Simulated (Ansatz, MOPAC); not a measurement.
**C6H12 (2,3-dimethyl-1-butene): the atomisation enthalpy at 298 K, rung by rung**

C6H12 has 18 atoms, charge 0, and is taken as a singlet. As SMILES, `C=C(C)C(C)C`. Geometry: relaxed at PBE0-D4/def2-TZVP. This is one conformer, not always the lowest.

Each level gives the atomisation enthalpy at 298 K (kJ/mol). The values are calculated. The thermal term (zero-point and 298 K enthalpy, harmonic and unscaled) is that of MNDO; the spin-orbit lowering of the free atoms at 298 K, 0.1 kJ/mol by their spectra, is taken off.

Measured value to compare with: CRC Handbook of Chemistry and Physics gives the atomisation enthalpy at 298 K of the gas as 6980 kJ/mol.

```tsv
level	kind	program	value (kJ/mol)	computed − measured	CPU time (all runs)
HF/6-31G* (spherical functions)	Hartree–Fock	Ansatz	5181	-1799	5.7 s
SVWN5/6-31G* (spherical functions)	LDA	Ansatz	7952	+972	9.3 s
BLYP/6-31G* (spherical functions)	GGA	Ansatz	6872	-108	14 s
PBE/6-31G* (spherical functions)	GGA	Ansatz	7087	+107	14 s
revPBE/6-31G* (spherical functions)	GGA	Ansatz	6853	-127	14 s
r2SCAN/6-31G* (spherical functions)	meta-GGA	Ansatz	6951	-29	26 s
MP2/6-31G* (spherical functions)	perturbation theory	Ansatz	6418	-562	7.3 s
CCSD/6-31G* (spherical functions)	coupled cluster or CI	Ansatz	6309	-671	52 s
```

Nearest: r2SCAN/6-31G* (spherical functions) (-29 kJ/mol); farthest: HF/6-31G* (spherical functions) (-1799 kJ/mol). Computed less measured by kind, in kJ/mol (6-31G* rows): Hartree–Fock -1799; LDA +972; GGA -127 to +107; meta-GGA -29; perturbation theory -562; coupled cluster or CI -671. Wave-function methods converge slowly with the basis and bind too weakly in sets of this size; that is part of their error here. CPU times are rough (shared hosts, several kinds of processor): they show what a rung costs within a factor of a few.
